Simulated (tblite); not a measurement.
C₅H₉O (doublet state).
SMILES with atom numbers: `[OH:1][C@H:2]1[CH2:3][CH:4][CH2:5][CH2:6]1` (hydrogens: H7 on O1; H8 on C2; H9, H10 on C3; H11 on C4; H12, H13 on C5; H14, H15 on C6)

Computed with GFN2-xTB (tblite), gas phase: L-BFGS steps from a force-field or distance-geometry start until the largest atomic force falls under 0.01 eV/Å.

Step 1: E = -524.4023 eV
```
atom  x, y, z in Å  |  force x, y, z in eV/Å
O1      1.2098   -1.3581   -0.6449    0.498  -0.349   0.208
C2      0.8722   -0.5513    0.4598    0.099   0.035  -0.291
C3      0.9067    0.9198    0.0528   -0.007   0.004  -0.007
C4     -0.2581    0.9984   -0.8988   -0.565   0.285   1.519
C5     -1.2343   -0.0632   -0.4484   -0.085   0.082   0.033
C6     -0.6068   -0.6942    0.8015    0.101   0.003  -0.201
H7      0.9792   -0.8810   -1.4510   -0.076  -0.005   0.080
H8      1.5462   -0.7880    1.2813    0.089  -0.170   0.027
H9      1.8684    1.2107   -0.3694   -0.045   0.178   0.051
H10     0.6786    1.5064    0.9700    0.343   0.095  -0.502
H11    -0.7048    1.9773   -1.0012    0.241   0.085  -0.619
H12    -1.3237   -0.8477   -1.2097   -0.412   0.205   0.048
H13    -2.2022    0.3637   -0.1659   -0.078  -0.148  -0.569
H14    -0.9303   -1.7266    0.9300    0.068   0.147   0.243
H15    -0.8054   -0.0583    1.6720   -0.173  -0.447  -0.018
```

Step 2: E = -524.4993 eV
```
atom  x, y, z in Å  |  force x, y, z in eV/Å
O1      1.2215   -1.3652   -0.6486    0.422  -0.188   0.522
C2      0.8802   -0.5511    0.4587   -0.189  -0.039  -0.424
C3      0.9057    0.9227    0.0503    0.177  -0.229   0.162
C4     -0.2729    1.0060   -0.8566   -0.371   0.278   0.632
C5     -1.2382   -0.0609   -0.4525   -0.007  -0.018   0.488
C6     -0.6072   -0.6934    0.8011    0.235  -0.136  -0.452
H7      0.9789   -0.8845   -1.4436   -0.104   0.034  -0.117
H8      1.5460   -0.7915    1.2797    0.174  -0.168   0.115
H9      1.8668    1.2148   -0.3674   -0.024   0.196  -0.082
H10     0.6873    1.5080    0.9560    0.332   0.228  -0.111
H11    -0.6980    1.9783   -1.0172    0.120   0.249  -0.518
H12    -1.3343   -0.8412   -1.2069   -0.311   0.072  -0.150
H13    -2.2029    0.3595   -0.1805   -0.323  -0.065  -0.420
H14    -0.9283   -1.7221    0.9361    0.046   0.013   0.195
H15    -0.8091   -0.0713    1.6695   -0.177  -0.228   0.161
```

Q: Estimate the geometry and energy of step 3. (The exact step hangs on the optimiser's Hessian estimate; all steps are aligned on step 2, rigid shifts and turns removed.)

A: E = -524.5777 eV, largest force 0.543 eV/Å
```
atom  x, y, z in Å  |  force x, y, z in eV/Å
O1      1.2404   -1.3736   -0.6456    0.260   0.091   0.358
C2      0.8861   -0.5529    0.4524   -0.162  -0.139  -0.173
C3      0.9092    0.9211    0.0507    0.165  -0.223   0.195
C4     -0.2939    1.0194   -0.8060   -0.108   0.282  -0.156
C5     -1.2429   -0.0595   -0.4468   -0.075  -0.090   0.454
C6     -0.6039   -0.6958    0.7929    0.162  -0.164  -0.184
H7      0.9773   -0.8894   -1.4362   -0.037  -0.126  -0.057
H8      1.5483   -0.7977    1.2794    0.102  -0.113   0.064
H9      1.8646    1.2226   -0.3674    0.012   0.167  -0.228
H10     0.7025    1.5146    0.9419    0.346   0.288   0.284
H11    -0.6894    1.9846   -1.0429    0.046   0.270  -0.383
H12    -1.3505   -0.8334   -1.2074   -0.152   0.074  -0.215
H13    -2.2110    0.3543   -0.2025   -0.509  -0.017  -0.188
H14    -0.9252   -1.7179    0.9455    0.033  -0.169   0.097
H15    -0.8159   -0.0883    1.6702   -0.083  -0.132   0.132
```

The energy changes by -0.0784 eV. The first-order estimate −F·Δx gives -0.1161 eV and the mean of the old and new forces, exact on a quadratic surface, -0.0792 eV. The step makes an angle of 37° with the force vector and moves no atom by more than 0.056 Å.

What follows is the cost of the whole relaxation. Time: 0.27 s wall. Hardware: Arm Neoverse V1, one thread, shared host with 32 logical CPUs at a one-minute load of 12.
